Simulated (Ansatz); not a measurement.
**AlC (quartet): wave-function methods side by side, cc-pVDZ**

Aim: climb from Hartree-Fock through coupled cluster and multireference methods for AlC (quartet) at one geometry and basis, and see what each rung misses.

Program: Ansatz 0.2.0, Gaussian basis. Level of theory: cc-pVDZ, core rule «outside noble gas», up to 6 orbitals frozen. These are calculated values, not measurements.

Plan: UHF; CCSD(T) on ROHF; CCSD(T) on UHF; BCCD(T) on ROHF; CISD; CCSDT(Q) on ROHF; CCSDT(Q) on UHF; CASSCF and MRCISD+Q, 7 electrons in 8 orbitals; CASSCF and NEVPT2, 7 electrons in 8 orbitals; Full CI.

11 further runs of the same task are left out: 4 that didn't finish, 7 set aside as unsound or not needed.

**1. The geometry**

The geometry is a PBE0/def2-TZVP stationary point (not a proven minimum) of the parent state, kept for this charge and spin.

2 atoms, charge 0, spin multiplicity 4.

Atoms are counted from 1 here; the program's logs count them from 0.

Bond lengths: Al1–C2 1.956 Å.

In the tables R marks a restricted open-shell determinant and U an unrestricted one; 'valence' is the active space of 7 electrons in 8 orbitals; energies count from the table's Hartree-Fock row.

**2. UHF**

The input, in.yaml:

```yaml
crystal:
  periodic: [false, false, false]
  atoms:
    - {symbol: Al, position_ang: [0.000000, 0.000000, 0.000000]}
    - {symbol: C, position_ang: [0.000000, 0.000000, 1.955903]}
basis:
  gaussian: {orbitals: cc-pVDZ}
magnetization: {spin_polarized: true, initial_magnetization: 3}
hamiltonian: {xc: hf}
output: {orbitals: {seedname: orbitals}}
```

Started as:

```
$ ansatz run in.yaml --threads 1 --pin off --events-out ev --progress --plain --max-ram 2393MiB
```

Output:

```text
Functional definition: HF
  name "HF"
  cite "Fock, Z. Phys. 61, 126 (1930) doi:10.1007/BF01340294"
  parent pbe
  exchange = exact_x
  correlation = 0
315 factors; integrals over basis functions are off by at most 6.0e-4 eV
mean field evaluation 1: about -7608.4465 eV, gradient 9.1e0 eV
mean field evaluation 2: about -7608.4487 eV, gradient 9.1e0 eV
mean field evaluation 4: about -7609.4852 eV, gradient 1.8e0 eV
mean field evaluation 8: about -7609.6685 eV, gradient 1.7e-1 eV
mean field evaluation 16: about -7609.4883 eV, gradient 1.2e0 eV
mean field evaluation 32: about -7605.1215 eV, gradient 5.6e0 eV
mean field -7609.66968242 eV, -279.6502028095 hartree, gradient 1.8e-5 eV, S^2 3.756261; 0 other end points of the search recorded, 0 dependent functions left out
reference -7609.66968242 eV, -279.6502028095 hartree; 11, 8 occupied and 21, 24 virtual orbitals, 315 factors
Total energy: -7609.66968242 eV, -279.6502028095 hartree
```

Run time: 0.36 s. Hardware: 1 thread of Arm Neoverse N1, shared host.

From the report: ⟨S²⟩ of the determinant 3.756 (pure quartet: 3.75).

**3. CCSD(T) on ROHF**

The input, in.yaml:

```yaml
crystal:
  periodic: [false, false, false]
  atoms:
    - {symbol: Al, position_ang: [0.000000, 0.000000, 0.000000]}
    - {symbol: C, position_ang: [0.000000, 0.000000, 1.955903]}
basis:
  gaussian: {orbitals: cc-pVDZ}
magnetization: {spin_polarized: false, initial_magnetization: 3}
correlation: {method: ccsd_t, electrons: outside_noble_gas}
```

Same command.

Output (excerpt; [...] marks lines left out):

```text
Functional definition: HF
  name "HF"
  cite "Fock, Z. Phys. 61, 126 (1930) doi:10.1007/BF01340294"
  parent pbe
[...]
315 factors; integrals over basis functions are off by at most 6.0e-4 eV
[...]
mean field -7609.61836834 eV, -279.6483170518 hartree, gradient 2.5e-6 eV, S^2 3.750000; 3 other end points of the search recorded, 0 dependent functions left out
[...]
determinant -7609.61836834 eV, -279.6483170518 hartree, with singles and doubles -7613.38600682 eV, -279.7867752121 hartree
determinant -7606.20295038 eV, -279.5228027569 hartree, with singles and doubles -7610.57924178 eV, -279.6836284994 hartree
6 core orbitals not correlated: weight in the atoms' cores, before any rotation towards them, 1.000 or more for the frozen orbitals, at most 0.000 for the correlated occupied ones
reference -7609.61836834 eV, -279.6483170518 hartree; 5, 2 occupied and 21, 24 virtual orbitals, 315 factors
second order -2.83920735 eV of doubles, -0.03142537 eV of singles
cycle   1  -3.76670872 eV  change    9.3e-4 eV  update   1.9e-3
[...]
cycle   9  -3.76867307 eV  change    1.1e-6 eV  update   1.7e-6
perturbative correction -0.12233268 eV, -0.0044956430 hartree
Total energy: -7613.50937408 eV, -279.7913088756 hartree
```

It took 1.4 s on 1 thread of Arm Neoverse N1, shared host.

From the report: correlation -3.8910 eV; T1 0.048; largest double amplitude 0.09.

**4. CCSD(T) on UHF**

Changes to in.yaml since step 3:

```diff
@@ -7,3 +7,3 @@
   gaussian: {orbitals: cc-pVDZ}
-magnetization: {spin_polarized: false, initial_magnetization: 3}
+magnetization: {spin_polarized: true, initial_magnetization: 3}
 correlation: {method: ccsd_t, electrons: outside_noble_gas}
```

The command is unchanged.

Output (excerpt; [...] marks lines left out):

```text
Functional definition: HF
  name "HF"
  cite "Fock, Z. Phys. 61, 126 (1930) doi:10.1007/BF01340294"
  parent pbe
[...]
315 factors; integrals over basis functions are off by at most 6.0e-4 eV
[...]
mean field -7609.66968242 eV, -279.6502028095 hartree, gradient 1.8e-6 eV, S^2 3.756261; 6 other end points of the search recorded, 0 dependent functions left out
determinant -7609.66968242 eV, -279.6502028095 hartree, with singles and doubles -7613.38779176 eV, -279.7868408074 hartree
determinant -7606.84302351 eV, -279.5463250106 hartree, with singles and doubles -7610.61410513 eV, -279.6849097039 hartree
determinant -7606.65546547 eV, -279.5394323799 hartree, with singles and doubles -7610.43549271 eV, -279.6783458186 hartree
determinant -7606.40467779 eV, -279.5302161024 hartree, with singles and doubles -7610.23981799 eV, -279.6711549054 hartree
6 core orbitals not correlated: weight in the atoms' cores, before any rotation towards them, 1.000 or more for the frozen orbitals, at most 0.000 for the correlated occupied ones
reference -7609.66968242 eV, -279.6502028095 hartree; 5, 2 occupied and 21, 24 virtual orbitals, 315 factors
second order -2.83555190 eV of doubles, -0.00000000 eV of singles
cycle   1  -3.71723182 eV  change    8.8e-4 eV  update   1.9e-3
[...]
cycle   9  -3.71918208 eV  change    5.5e-7 eV  update   1.6e-6
perturbative correction -0.12167620 eV, -0.0044715177 hartree
Total energy: -7613.51054069 eV, -279.7913517477 hartree
```

Wall time 1.4 s (1 thread of Arm Neoverse N1, shared host).

From the report: ⟨S²⟩ of the determinant 3.756 (pure quartet: 3.75); correlation -3.8409 eV; T1 0.044; largest double amplitude 0.09.

**5. BCCD(T) on ROHF**

The input, in.yaml:

```yaml
crystal:
  periodic: [false, false, false]
  atoms:
    - {symbol: Al, position_ang: [0.000000, 0.000000, 0.000000]}
    - {symbol: C, position_ang: [0.000000, 0.000000, 1.955903]}
basis:
  gaussian: {orbitals: cc-pVDZ}
magnetization: {spin_polarized: false, initial_magnetization: 3}
correlation: {method: bccd_t, electrons: outside_noble_gas}
```

Launched as before.

Output (excerpt; [...] marks lines left out):

```text
Functional definition: HF
  name "HF"
  cite "Fock, Z. Phys. 61, 126 (1930) doi:10.1007/BF01340294"
  parent pbe
[...]
315 factors; integrals over basis functions are off by at most 6.0e-4 eV
[...]
mean field -7609.61836834 eV, -279.6483170518 hartree, gradient 2.5e-6 eV, S^2 3.750000; 3 other end points of the search recorded, 0 dependent functions left out
[...]
determinant -7609.61836834 eV, -279.6483170518 hartree, with singles and doubles -7613.38600682 eV, -279.7867752121 hartree
determinant -7606.20295038 eV, -279.5228027569 hartree, with singles and doubles -7610.57924178 eV, -279.6836284994 hartree
6 core orbitals not correlated: weight in the atoms' cores, before any rotation towards them, 1.000 or more for the frozen orbitals, at most 0.000 for the correlated occupied ones
reference -7609.61836834 eV, -279.6483170518 hartree; 5, 2 occupied and 21, 24 virtual orbitals, 315 factors
second order -2.83920735 eV of doubles, -0.03142537 eV of singles
cycle   1  -3.76651637 eV  change    1.1e-3 eV  update   1.6e-2
[...]
cycle  11  -3.75285351 eV  change    7.3e-7 eV  update   2.7e-6
perturbative correction -0.14035498 eV, -0.0051579505 hartree
Total energy: -7613.51157683 eV, -279.7913898250 hartree
```

Run time: 1.6 s. Hardware: 1 thread of Arm Neoverse N1, shared host.

From the report: correlation -3.8932 eV; largest double amplitude 0.09.

**6. CISD**

Changes to in.yaml since step 5:

```diff
@@ -8,2 +8,2 @@
 magnetization: {spin_polarized: false, initial_magnetization: 3}
-correlation: {method: bccd_t, electrons: outside_noble_gas}
+correlation: {active_space: {ras: {orbitals: [2, 3, 21], electrons: 7, max_holes: 2, max_particles: 2}, fixed_orbitals: true}}
```

Same command.

Output:

```text
Functional definition: HF
  name "HF"
  cite "Fock, Z. Phys. 61, 126 (1930) doi:10.1007/BF01340294"
  parent pbe
  exchange = exact_x
  correlation = 0
315 factors; integrals over basis functions are off by at most 6.0e-4 eV
mean field evaluation 1: about -7608.3780 eV, gradient 7.8e0 eV
mean field evaluation 2: about -7608.3800 eV, gradient 7.8e0 eV
mean field evaluation 4: about -7609.3119 eV, gradient 2.8e0 eV
mean field evaluation 8: about -7609.6169 eV, gradient 3.0e-1 eV
mean field evaluation 16: about -7606.2035 eV, gradient 2.1e-2 eV
mean field -7609.61836834 eV, -279.6483170518 hartree, gradient 2.5e-6 eV, S^2 3.750000; 3 other end points of the search recorded, 0 dependent functions left out
reference -7609.61836834 eV, -279.6483170518 hartree; 11, 8 occupied and 21, 24 virtual orbitals, 315 factors
state -7613.21931357 eV, -279.7806493485 hartree
Total energy: -7613.21931357 eV, -279.7806493485 hartree
```

Wall time 2 s (1 thread of Arm Neoverse N1, shared host).

From the report: 6,478 determinants.

**7. CCSDT(Q) on ROHF**

Changes to in.yaml since step 6:

```diff
@@ -8,2 +8,2 @@
 magnetization: {spin_polarized: false, initial_magnetization: 3}
-correlation: {active_space: {ras: {orbitals: [2, 3, 21], electrons: 7, max_holes: 2, max_particles: 2}, fixed_orbitals: true}}
+correlation: {method: ccsdt_q, electrons: outside_noble_gas}
```

Same command.

Output (excerpt; [...] marks lines left out):

```text
Functional definition: HF
  name "HF"
  cite "Fock, Z. Phys. 61, 126 (1930) doi:10.1007/BF01340294"
  parent pbe
[...]
576 factors; integrals over basis functions are off by at most 1.8e-7 eV
[...]
mean field -7609.61840430 eV, -279.6483183734 hartree, gradient 2.5e-6 eV, S^2 3.750000; 3 other end points of the search recorded, 0 dependent functions left out
[...]
determinant -7609.61840430 eV, -279.6483183734 hartree, with singles and doubles -7613.38605504 eV, -279.7867769842 hartree
determinant -7606.20298737 eV, -279.5228041162 hartree, with singles and doubles -7610.57927665 eV, -279.6836297810 hartree
6 core orbitals not correlated: weight in the atoms' cores, before any rotation towards them, 1.000 or more for the frozen orbitals, at most 0.000 for the correlated occupied ones
reference -7609.61840430 eV, -279.6483183734 hartree; 5, 2 occupied and 21, 24 virtual orbitals, 576 factors
second order -2.83922364 eV of doubles, -0.03142532 eV of singles
cycle   1  -3.43464904 eV  change   -5.6e-1 eV  update   8.6e-2
[...]
cycle  18  -3.93173724 eV  change   -4.2e-7 eV  update   6.0e-7
perturbative correction -0.00821071 eV, -0.0003017382 hartree
Total energy: -7613.55835225 eV, -279.7931087901 hartree
```

It took 6 s on 1 thread of Arm Neoverse N1, shared host.

From the report: correlation -3.9399 eV; T1 0.054; largest double amplitude 0.10.

**8. CCSDT(Q) on UHF**

Changes to in.yaml since step 7:

```diff
@@ -7,3 +7,3 @@
   gaussian: {orbitals: cc-pVDZ}
-magnetization: {spin_polarized: false, initial_magnetization: 3}
+magnetization: {spin_polarized: true, initial_magnetization: 3}
 correlation: {method: ccsdt_q, electrons: outside_noble_gas}
```

Launched as before.

Output (excerpt; [...] marks lines left out):

```text
Functional definition: HF
  name "HF"
  cite "Fock, Z. Phys. 61, 126 (1930) doi:10.1007/BF01340294"
  parent pbe
[...]
576 factors; integrals over basis functions are off by at most 1.8e-7 eV
[...]
mean field -7609.66971836 eV, -279.6502041304 hartree, gradient 2.1e-6 eV, S^2 3.756261; 6 other end points of the search recorded, 0 dependent functions left out
determinant -7609.66971836 eV, -279.6502041304 hartree, with singles and doubles -7613.38783992 eV, -279.7868425775 hartree
determinant -7606.84305869 eV, -279.5463263035 hartree, with singles and doubles -7610.61413866 eV, -279.6849109362 hartree
determinant -7606.65551646 eV, -279.5394342535 hartree, with singles and doubles -7610.43552595 eV, -279.6783470401 hartree
determinant -7606.40473236 eV, -279.5302181078 hartree, with singles and doubles -7610.23987127 eV, -279.6711568632 hartree
6 core orbitals not correlated: weight in the atoms' cores, before any rotation towards them, 1.000 or more for the frozen orbitals, at most 0.000 for the correlated occupied ones
reference -7609.66971836 eV, -279.6502041304 hartree; 5, 2 occupied and 21, 24 virtual orbitals, 576 factors
second order -2.83556775 eV of doubles, -0.00000000 eV of singles
cycle   1  -3.38900360 eV  change   -5.5e-1 eV  update   8.5e-2
[...]
cycle  21  -3.88137594 eV  change    9.7e-8 eV  update   8.4e-8
perturbative correction -0.00894337 eV, -0.0003286627 hartree
Total energy: -7613.56003767 eV, -279.7931707282 hartree
```

It took 6 s on 1 thread of Arm Neoverse N1, shared host.

From the report: ⟨S²⟩ of the determinant 3.756 (pure quartet: 3.75); correlation -3.8903 eV; T1 0.050; largest double amplitude 0.10.

**9. CASSCF and MRCISD+Q, 7 electrons in 8 orbitals**

The input, in.yaml:

```yaml
crystal:
  periodic: [false, false, false]
  atoms:
    - {symbol: Al, position_ang: [0.000000, 0.000000, 0.000000]}
    - {symbol: C, position_ang: [0.000000, 0.000000, 1.955903]}
basis:
  gaussian: {orbitals: cc-pVDZ}
magnetization: {spin_polarized: false, initial_magnetization: 3}
correlation: {method: fic_mrcisd_q, electrons: outside_noble_gas, active_space: {window: {electrons: 7, orbitals: 8}, shells: [{species: Al, l: s, shell: 3}, {species: Al, l: p, shell: 3}, {species: C, l: s, shell: 2}, {species: C, l: p, shell: 2}]}}
```

The command is unchanged.

Output (excerpt; [...] marks lines left out):

```text
Functional definition: HF
  name "HF"
  cite "Fock, Z. Phys. 61, 126 (1930) doi:10.1007/BF01340294"
  parent pbe
[...]
576 factors; integrals over basis functions are off by at most 1.8e-7 eV
[...]
mean field -7609.61840430 eV, -279.6483183734 hartree, gradient 2.5e-6 eV, S^2 3.750000; 3 other end points of the search recorded, 0 dependent functions left out
reference -7609.61840430 eV, -279.6483183734 hartree; 11, 8 occupied and 21, 24 virtual orbitals, 576 factors
state -7610.96982342 eV, -279.6979821100 hartree
contracted CI cycle   1: correlation 0.00000000 eV, 0.0000000000 hartree, residual 1.14e1 eV
contracted CI cycle   2: correlation -2.34212085 eV, -0.0860713536 hartree, residual 2.23e0 eV
contracted CI cycle   3: correlation -2.42939153 eV, -0.0892784918 hartree, residual 4.85e-1 eV
contracted CI cycle   4: correlation -2.43395107 eV, -0.0894460520 hartree, residual 1.26e-1 eV
contracted CI cycle   5: correlation -2.43425351 eV, -0.0894571664 hartree, residual 3.46e-2 eV
contracted CI cycle   6: correlation -2.43427708 eV, -0.0894580328 hartree, residual 9.52e-3 eV
contracted CI cycle   7: correlation -2.43427887 eV, -0.0894580985 hartree, residual 2.77e-3 eV
contracted CI cycle   8: correlation -2.43427902 eV, -0.0894581039 hartree, residual 7.88e-4 eV
state -7610.96982342 eV, -279.6979821100 hartree; corrected -7613.53913156 eV, -279.7924024428 hartree
Total energy: -7613.53913156 eV, -279.7924024428 hartree
Checks for a lower state left out: starts, orbital_swaps
```

Run time: 4.2 s. Hardware: 1 thread of Arm Neoverse N1, shared host.

From the report: 400 determinants; active occupations 1.98, 1.89, 1.01, 0.99, 0.99, 0.06, 0.06, 0.02.

**10. CASSCF and NEVPT2, 7 electrons in 8 orbitals**

The input, in.yaml:

```yaml
crystal:
  periodic: [false, false, false]
  atoms:
    - {symbol: Al, position_ang: [0.000000, 0.000000, 0.000000]}
    - {symbol: C, position_ang: [0.000000, 0.000000, 1.955903]}
basis:
  gaussian: {orbitals: cc-pVDZ}
magnetization: {spin_polarized: false, initial_magnetization: 3}
correlation: {method: sc_nevpt2, electrons: outside_noble_gas, active_space: {window: {electrons: 7, orbitals: 8}, shells: [{species: Al, l: s, shell: 3}, {species: Al, l: p, shell: 3}, {species: C, l: s, shell: 2}, {species: C, l: p, shell: 2}]}}
```

The command is unchanged.

Output:

```text
Functional definition: HF
  name "HF"
  cite "Fock, Z. Phys. 61, 126 (1930) doi:10.1007/BF01340294"
  parent pbe
  exchange = exact_x
  correlation = 0
576 factors; integrals over basis functions are off by at most 1.8e-7 eV
mean field evaluation 1: about -7608.3778 eV, gradient 7.8e0 eV
mean field evaluation 2: about -7608.3800 eV, gradient 7.8e0 eV
mean field evaluation 4: about -7609.3120 eV, gradient 2.8e0 eV
mean field evaluation 8: about -7609.6169 eV, gradient 3.0e-1 eV
mean field evaluation 16: about -7606.2036 eV, gradient 2.1e-2 eV
mean field -7609.61840430 eV, -279.6483183734 hartree, gradient 2.5e-6 eV, S^2 3.750000; 3 other end points of the search recorded, 0 dependent functions left out
reference -7609.61840430 eV, -279.6483183734 hartree; 11, 8 occupied and 21, 24 virtual orbitals, 576 factors
state -7610.96982342 eV, -279.6979821100 hartree
state -7610.96982342 eV, -279.6979821100 hartree; corrected -7612.95393012 eV, -279.7708966863 hartree
Total energy: -7612.95393012 eV, -279.7708966863 hartree
Checks for a lower state left out: starts, orbital_swaps
```

Run time: 2.9 s. Hardware: 1 thread of Arm Neoverse N1, shared host.

From the report: 400 determinants; active occupations 1.98, 1.89, 1.01, 0.99, 0.99, 0.06, 0.06, 0.02.

**11. Full CI**

The input, in.yaml:

```yaml
crystal:
  periodic: [false, false, false]
  atoms:
    - {symbol: Al, position_ang: [0.000000, 0.000000, 0.000000]}
    - {symbol: C, position_ang: [0.000000, 0.000000, 1.955903]}
basis:
  gaussian: {orbitals: cc-pVDZ}
magnetization: {spin_polarized: false, initial_magnetization: 3}
correlation: {method: fci, electrons: outside_noble_gas}
```

Same command.

Output:

```text
Functional definition: HF
  name "HF"
  cite "Fock, Z. Phys. 61, 126 (1930) doi:10.1007/BF01340294"
  parent pbe
  exchange = exact_x
  correlation = 0
576 factors; integrals over basis functions are off by at most 1.8e-7 eV
mean field evaluation 1: about -7608.3778 eV, gradient 7.8e0 eV
mean field evaluation 2: about -7608.3800 eV, gradient 7.8e0 eV
mean field evaluation 4: about -7609.3120 eV, gradient 2.8e0 eV
mean field evaluation 8: about -7609.6169 eV, gradient 3.0e-1 eV
mean field evaluation 16: about -7606.2036 eV, gradient 2.1e-2 eV
mean field -7609.61840430 eV, -279.6483183734 hartree, gradient 2.5e-6 eV, S^2 3.750000; 3 other end points of the search recorded, 0 dependent functions left out
mean field evaluation 32: about -7608.4463 eV, gradient 9.1e0 eV
6 core orbitals not correlated: weight in the atoms' cores, before any rotation towards them, 1.000 or more for the frozen orbitals, at most 0.000 for the correlated occupied ones
reference -7609.61840430 eV, -279.6483183734 hartree; 5, 2 occupied and 21, 24 virtual orbitals, 576 factors
state -7613.55863571 eV, -279.7931192069 hartree
Total energy: -7613.55863571 eV, -279.7931192069 hartree
```

Run time: 4.8 min. Hardware: 1 thread of Arm Neoverse N1, shared host; peak memory 0.74 GiB.

From the report: 5,352,180 determinants, symmetry A2.

**12. Natural occupations**

Natural occupations of the FCI state about the gap (report; correlated orbitals 1 to 10): 1.951, 1.871, 1.000, 0.979, 0.979, 0.056, 0.056, 0.030, 0.010, 0.010. The count of effectively unpaired electrons, Σ n²(2 − n)², is 3.10; a single determinant of this spin has 3.

**13. Misses and costs**

The yardstick is full CI for this spin, exact in this basis with these frozen cores. Rows without a time come out of other runs: HF, MP2 and CCSD of CCSD(T), CCSDT of CCSDT(Q), CASSCF and MRCISD of the multireference runs.

Differences are taken before rounding.

| method | energy from the lowest RHF (meV) | from FCI (meV) | time |
| --- | --- | --- | --- |
| RHF | 0.0 | +3940.3 |  |
| UHF | -51.3 | +3889.0 |  |
| RMP2 | -2870.6 | +1069.6 |  |
| UMP2 | -2886.9 | +1053.4 |  |
| CISD | -3600.9 | +339.3 | 2 s |
| RCCSD | -3768.7 | +171.6 |  |
| UCCSD | -3770.5 | +169.8 |  |
| RCCSD(T) | -3891.0 | +49.3 | 1.4 s |
| UCCSD(T) | -3892.2 | +48.1 | 1.4 s |
| BCCD(T) | -3893.2 | +47.1 | 1.6 s |
| RCCSDT | -3931.8 | +8.5 |  |
| UCCSDT | -3932.7 | +7.5 |  |
| RCCSDT(Q) | -3940.0 | +0.3 | 6 s |
| UCCSDT(Q) | -3941.7 | -1.4 | 6 s |
| CASSCF valence | -1351.5 | +2588.8 |  |
| NEVPT2 valence | -3335.6 | +604.7 | 2.9 s |
| MRCISD valence | -3785.7 | +154.5 |  |
| MRCISD+Q valence | -3920.8 | +19.5 | 4.2 s |
| FCI | -3940.3 | 0 | 4.8 min |

Among the levels timed on like hardware and quicker than the yardstick, those that no quicker one beats, quickest first: UCCSD(T) (1.4 s, +48.1 meV); BCCD(T) (1.6 s, +47.1 meV); MRCISD+Q valence (4.2 s, +19.5 meV); RCCSDT(Q) (6 s, +0.3 meV).

**14. Summary of results**

```
                         quantity                                                   value
         FCI below the RHF energy                                              -3.9403 eV
                    RMP2 from FCI                                             +1069.6 meV
                    UMP2 from FCI                                             +1053.4 meV
                   RCCSD from FCI                                              +171.6 meV
                RCCSD(T) from FCI                                               +49.3 meV
                UCCSD(T) from FCI                                               +48.1 meV
               RCCSDT(Q) from FCI                                                +0.3 meV
               UCCSDT(Q) from FCI                                                -1.4 meV
          NEVPT2 valence from FCI                                              +604.7 meV
        MRCISD+Q valence from FCI                                               +19.5 meV
levels within 1 kcal/mol (43 meV)  RCCSDT, UCCSDT, RCCSDT(Q), UCCSDT(Q), MRCISD+Q valence
                    T1 diagnostic                                                   0.048
   effectively unpaired electrons                                                    3.10
```

In words: RCCSD(T) lands +49.3 meV from the yardstick (1.3 % of the correlation energy). The occupations are near whole numbers, but T1 = 0.048 shows that the orbitals relax strongly. Of the multireference levels listed MRCISD+Q valence comes nearest in total energy (+19.5 meV), which doesn't show that its space is the better one. These misses are within one basis, not against nature; the frozen cores of restricted and unrestricted runs differ, which can shift their rows.

RCCSDT(Q) reaches 0.3 meV from the reference in 6 s, where FCI took 4.8 min; the quickest level in the cost chart, UCCSD(T), takes 1.4 s and misses by 48.1 meV.
